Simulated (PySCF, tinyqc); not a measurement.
CISD on RHF in the sto-6g basis, frozen core, for LiH, spin multiplicity 1, step by step. The lowest restricted solution is unstable here: a spin-polarised one lies 0.0044 hartree lower (PySCF). One step of it, computed by the program tinyqc.

Task: CISD: roots. Diagonalise (each vector has its largest component positive (the first on a tie)); all determinants have Ms = 0, so triplets appear too. The lowest singlet root is the correlation energy.

Occupation strings over the orbitals (2 doubly, a alpha, b beta, 0 empty; spin orbitals ordered 1a 1b 2a 2b ...): 220000 2ab000 2a000b 2ba000 2b000a 202000 20a00b 200200 200020 20b00a 200002

H - E(HF) between determinants (hartree), lower triangle:
```
           220000     2ab000     2a000b     2ba000     2b000a     202000     20a00b    200200
220000   0.000000
2ab000   0.000000   0.113798
2a000b   0.000000   0.013008   0.326311
2ba000   0.000000  -0.021260   0.044799   0.113798
2b000a   0.000000   0.044799  -0.132687   0.013008   0.326311
202000   0.021260   0.073928   0.017122  -0.073928  -0.017122   0.585172
20a00b  -0.044799   0.017122   0.011467   0.129336   0.038950   0.107607   0.497019
200200   0.020624   0.020240  -0.018221  -0.020240   0.018221   0.041690  -0.011976  0.619329
200020   0.020624   0.020240  -0.018221  -0.020240   0.018221   0.041690  -0.011976  0.016875
20b00a   0.044799   0.129336   0.038950   0.017122   0.011467  -0.107607  -0.030780  0.011976
200002   0.132687  -0.038950  -0.014580   0.038950   0.014580   0.030780   0.025418  0.019292

          200020     20b00a    200002
200020  0.619329
20b00a  0.011976   0.497019
200002  0.019292  -0.025418  0.676754
```

Give: lowest roots of this matrix, relative to E(HF); lowest vectors; <S^2> of these roots; weight of the ground state by excitation level 0, 1, 2, ....

Result:

lowest roots of this matrix, relative to E(HF) (hartree): -0.037  0.032  0.058  0.190  0.423  0.485  0.530  0.602

lowest vectors:
```
        root 1  root 2  root 3  root 4
220000   0.962   0.000  -0.147   0.000
2ab000   0.074   0.656   0.635   0.119
2a000b   0.007  -0.172   0.078   0.672
2ba000  -0.074   0.656  -0.635   0.119
2b000a  -0.007  -0.172  -0.078   0.672
202000  -0.079   0.000  -0.262   0.000
20a00b   0.113  -0.201   0.196  -0.186
200200  -0.020   0.000  -0.011   0.000
200020  -0.020   0.000  -0.011   0.000
20b00a  -0.113  -0.201  -0.196  -0.186
200002  -0.174   0.000   0.113   0.000
```

<S^2> of these roots: 0.000  2.000  0.000  2.000  0.000  0.000  2.000  0.000

weight of the ground state by excitation level 0, 1, 2, ...: 0.926  0.011  0.063
